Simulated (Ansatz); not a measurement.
## How the volume per atom of Ir (model structure, started from the beta-Sn type, I4₁/amd, No. 141, 2 atoms in the cell) moves with the method

No measured value is used here.

Put these levels in order of the volume per atom that they give for Ir (model structure, started from the beta-Sn type, I4₁/amd, No. 141, 2 atoms in the cell), smallest first: PBE (Ansatz, a first-principles code), PBE-D3(BJ) (Ansatz), PBEsol (Ansatz).

PBEsol (15.69 Å³/atom), PBE-D3(BJ) (15.85 Å³/atom), PBE (16.23 Å³/atom)

Density-functional levels without +SOC have no spin–orbit coupling. Ansatz's density-functional and Hartree–Fock values are scalar-relativistic unless marked +SOC, with PAW data made under PBE.

A model structure was made by putting elements into a prototype or built by hand; it is no filed structure, need not be a known phase, and can be a saddle point held by its symmetry.
